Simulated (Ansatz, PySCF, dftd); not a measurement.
Species: C₂H₃O₂, charge 0, doublet. C2H3O2 (SMILES [CH2]OC=O, doublet).
B3LYP-D3(BJ)/def2-TZVP minimum from Ansatz (an electronic-structure program):
```
O
C 1 1.3604
O 2 1.1951 1 125.32
C 1 1.3612 2 118.71 3 0.00
H 4 1.0748 1 114.14 2 180.00
H 4 1.0762 5 126.70 1 -180.00
H 2 1.0948 3 126.24 1 180.00
```
Charge 0, spin multiplicity 2.

Quantity: enthalpy of formation at 298 K (by atomisation, with ideal-gas terms from PySCF's Hessian at B3LYP-D3(BJ)/def2-TZVP and the atoms' measured values of the G2/97 table; no spin-orbit terms), in kJ/mol. Open shells are spin-unrestricted; no spin-orbit coupling. Cores are frozen in correlated methods. Rows without X2C or -DK are non-relativistic. CBS(X,Y): correlation extrapolated as X^-3, Hartree-Fock from the larger set. A bracket is a step between two methods taken in the basis named. The functionals are non-relativistic, so their misses hold any scalar relativity. Double hybrids freeze cores in their MP2 part. 'core' is core correlation in cc-pwCVTZ, 'X2C' scalar relativity in cc-pVTZ-DK, both at CCSD(T). For partners of very few electrons the exact lower level stands in for a higher one.

```
level                                                                            program  enthalpy of formation at 298 K (kJ/mol)  difference against the last row
------------------------------------------------------------------------  --------------  ---------------------------------------  -------------------------------
r2SCANh-D4/def2-TZVPD                                                     Ansatz + dftd4                                   -160.9                              3.4
wB97X-V/def2-TZVPD                                                                Ansatz                                   -165.1                             -0.8
B2GP-PLYP/def2-TZVPD                                                              Ansatz                                   -121.1                             43.2
MP2/CBS(cc-pVTZ,cc-pVQZ)                                                          Ansatz                                   -242.2                            -77.9
CCSD/cc-pVQZ                                                                      Ansatz                                    -55.6                            108.7
CCSD(T)/cc-pVQZ                                                                   Ansatz                                   -120.3                             44.0
CCSD(T)/CBS(cc-pVTZ,cc-pVQZ)                                                      Ansatz                                   -151.8                             12.5
CCSDT(Q)/cc-pVDZ                                                                  Ansatz                                     79.7                            244.0
CCSD(T)/CBS(cc-pVTZ,cc-pVQZ) + [CCSDT(Q) - CCSD(T)]/cc-pVDZ + core + X2C          Ansatz                                   -164.3                              0.0
```
